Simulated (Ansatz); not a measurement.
# BH3Si, SMILES B[SiH]: a single point in a Gaussian basis

With the Python package of Ansatz (0.2.0).

Run as a notebook:

In [1]:
```python
from pathlib import Path
import warnings

import ansatz
import numpy as np
```

In [2]:
```python
BASIS = "def2-SVP"
```

In [3]:
```python
warnings.simplefilter("ignore", ansatz.DeckWarning)
```

In [4]:
```python
geometry_ang = [
    ("B", (-0.6946, 0.007, 0.0326)),
    ("Si", (1.1024, -0.5486, 0.5073)),
    ("H", (-1.4678, -0.7846, -0.3801)),
    ("H", (-1.0142, 1.1375, 0.1538)),
    ("H", (2.0742, 0.1887, -0.3136)),
]
system = ansatz.Crystal.molecule()
for symbol, xyz in geometry_ang:
    system = system.atom(symbol, xyz)
```

In [5]:
```python
calculation = (
    system.calculation()
    .basis(gaussian=BASIS)
    .functional(ansatz.LibraryFunctional("SVWN5"))
    .spin("collinear", total=2)
    .forces()
    .orbitals()
)
done = calculation.run(runs_dir="bh3si_runs")
rep = done.report

rep["published_state_doubts"]
```
Out [5]:
```text
[]
```

In [6]:
```python
rep["reference_energy_ev"]
```
Out [6]:
```text
-8555.576016782788
```

In [7]:
```python
rep["converged"], rep["free_energy_ev"]
```
Out [7]:
```text
(True, -8555.576016782788)
```

In [8]:
```python
print(f"E = {rep['free_energy_ev']:.6f} eV = {rep['free_energy_ev'] / 27.211386246:.7f} Ha")
print("converged:", rep["converged"], " doubts:", rep["published_state_doubts"] or "none")
```
```text
E = -8555.576017 eV = -314.4116194 Ha
converged: True  doubts: none
```

In [9]:
```python
field = rep["mean_field"]
print("<S^2> =", round(abs(field["state"]["spin_squared"]), 4), " all-electron relativity setting:", field["relativity"])
print("passes:", field["passes"])
if "symmetry" in field:
    print("occupied orbitals by irrep:", field["symmetry"]["occupied"])
```
```text
<S^2> = 2.0025  all-electron relativity setting: none
passes: {'evaluations': 19, 'products': 17}
occupied orbitals by irrep: [{'A': 12}, {'A': 10}]
```

In [10]:
```python
symbols = [site.symbol for site in system.cartesian_sites]
print("forces (eV/A)")
for symbol, f in zip(symbols, rep["forces_ev_ang"]):
    print(f"  {symbol:2s} {f[0]:9.4f} {f[1]:9.4f} {f[2]:9.4f}")
```
```text
forces (eV/A)
  B     0.2653   -0.4134    0.5573
  Si   -0.5461   -0.5725   -0.2567
  H    -0.6636   -0.7294   -0.0708
  H    -0.0039    1.0646   -0.2359
  H     0.9483    0.6507    0.0061
```

In [11]:
```python
charges = rep["charge_distribution"]
print("dipole moment", round(4.803205 * float(np.linalg.norm(charges["dipole_moment_e_ang"])), 3), "D")
print("Mulliken:", [(s, round(q, 3)) for s, q in zip(symbols, charges["mulliken_charges_e"])])
```
```text
dipole moment 0.727 D
Mulliken: [('B', -0.213), ('Si', 0.085), ('H', 0.065), ('H', 0.066), ('H', -0.003)]
```

In [12]:
```python
lines = Path(rep["orbitals_path"]).read_text().splitlines()
field_of = lambda key: [line.split("=")[1].strip() for line in lines if line.startswith(key)]
orbitals = [(27.211386 * float(e), s, float(n)) for e, s, n in zip(field_of("Ene="), field_of("Spin="), field_of("Occup="))]
homo = max(e for e, _, n in orbitals if n > 0.5)
lumo = min(e for e, _, n in orbitals if n < 0.5)
print(f"HOMO {homo:.3f} eV, LUMO {lumo:.3f} eV, gap {lumo - homo:.3f} eV")
```
```text
HOMO -4.731 eV, LUMO -4.991 eV, gap -0.259 eV
```

What to keep in mind:
- Total energies depend on the basis set; only differences at equal settings carry meaning.
- The geometry is a force-field or estimated start, not a minimum of this method, and the basis set is short of its limit.
- The species is open-shell (spin multiplicity 3).
- Levels such as HOMO and LUMO are orbital energies: with these approximate functionals they aren't the ionisation energy and electron affinity, and their gap isn't the fundamental gap.
- Run time: 1 s on 1 thread of Arm Neoverse V2, on a shared host, peak memory 0.17 GiB.

(Lines on the test bed's own set-up are left out of the output.)
